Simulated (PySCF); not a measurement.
## Working with the constants of BCl⁻

UHF-CCSD(T) constants of BCl⁻, ²Π (doublet), unpaired electrons π ↑ (B def2-TZVPPD, Cl def2-TZVPPD; no relativity (PySCF 2.14); masses 11.0093 and 34.9689 u):

* ωe: 495.3 cm⁻¹
* ωexe: 6.96 cm⁻¹
* Be: 0.55158 cm⁻¹
* αe: 0.0102 cm⁻¹
* De to B + Cl⁻: 1.46 eV

Q: What force constant and bond length do these constants imply?

A: Reduced mass μred = 8.3732 u; k = 5.8918×10⁻⁷·μred·ωe² (u, cm⁻¹, mdyn/Å) = 1.21 mdyn/Å; Re = √(16.8576/(μred·Be)) (u, cm⁻¹, Å) = 1.911 Å.

Q: Estimate the centrifugal constant D from the Kratzer relation and find the Dunham coefficient a1.

A: D = 4Be³/ωe² = 2.74e-06 cm⁻¹; a1 = −1 − αeωe/(6Be²) = -3.77.

Correlated steps freeze 6 core orbitals. For an ion De counts to the pair picked by the measured ionisation energies or electron affinities, which need not be the lowest pair at this level. The state is the lowest determinant that a PBE0 search found; another state may lie lower at other levels.
